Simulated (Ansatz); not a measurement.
Cost and result for the atomization energy of `CCSCN` (14 atoms, 13 bonds).

```xyz
14

C     0.442    1.271   -1.421
C     0.994    0.887   -0.063
S    -0.244    0.823    1.252
C    -1.097   -0.707    0.825
N    -0.208   -1.846    0.855
H    -0.047    2.246   -1.387
H     1.247    1.314   -2.161
H    -0.288    0.540   -1.775
H     1.726    1.620    0.283
H     1.487   -0.086   -0.092
H    -1.935   -0.743    1.534
H    -1.525   -0.624   -0.178
H     0.127   -2.011    1.796
H    -0.678   -2.682    0.531
```

Charge 0, multiplicity 1. The structure was optimised at the PBE0-D4/def2-TZVP level. It is one conformer, not always the lowest. Program: Ansatz. All runs use 4 threads of an Arm Neoverse V1 on a shared host. Times are those of one run each, without the atoms' runs, and a repeat can differ threefold. Electronic energies, without spin–orbit coupling; frozen cores. CCSD(T)/CBS adds CCSD(T) − MP2 in def2-TZVPP to the MP2 limit, and its time is that of the two runs behind it. T1 = 0.010. B3LYP takes the VWN-RPA correlation (the form of Gaussian; ORCA's B3LYP/G).

CCSD(T)/CBS is a level of theory with its own doubt, some kJ/mol a heavy atom from the limit and from the frozen cores, so smaller differences don't rank the functionals.

| level | functions | wall time | atomization (kJ/mol) | difference from CCSD(T)/CBS | per bond |
| --- | --- | --- | --- | --- | --- |
| PBE-D4/def2-TZVPP (with forces) | 292 | 3.1 s | 5262.6 | 113.0 | 8.7 |
| PBE0-D4/def2-TZVPP | 292 | 3.8 s | 5181.3 | 31.7 | 2.4 |
| r2SCAN-D4/def2-TZVPP (with forces) | 292 | 6 s | 5150.2 | 0.6 | 0.0 |
| B3LYP-D4/def2-TZVPP (with forces) | 292 | 6.5 s | 5159.3 | 9.7 | 0.7 |
| B2PLYP/def2-TZVPP | 292 | 7.5 s | 5093.3 | -56.3 | -4.3 |
| ωB97X-V/def2-TZVPP | 292 | 9.5 s | 5168.1 | 18.5 | 1.4 |
| ωB97M-V/def2-TZVPP (with forces) | 292 | 14 s | 5174.3 | 24.7 | 1.9 |
| MP2/def2-QZVPP | 568 | 37 s | 5142.8 | -6.8 | -0.5 |
| CCSD(T)/def2-TZVPP | 292 | 5.5 min | 5014.6 | -135.0 | -10.4 |
| CCSD(T)/CBS(def2) | – | 6.1 min | 5149.6 | 0.0 | 0.0 |

From PBE to PBE0 (25 % exact exchange), in def2-TZVPP and without D4, the atomization energy moves by −76.9 kJ/mol: exact exchange takes away binding that semilocal exchange gives to molecules. In def2-TZVPP, CCSD(T) changes the Hartree–Fock value by +1300.8 kJ/mol (the triples alone add +72.3 kJ/mol) and MP2 by +1349.5 kJ/mol; breaking electron pairs costs correlation energy, which Hartree–Fock lacks. The D4 term adds +44.7 kJ/mol with B3LYP and +23.6 kJ/mol with PBE0; it sums over pairs of atoms, weighted by their polarisabilities, and B3LYP, whose exchange is more repulsive, gets the larger term.
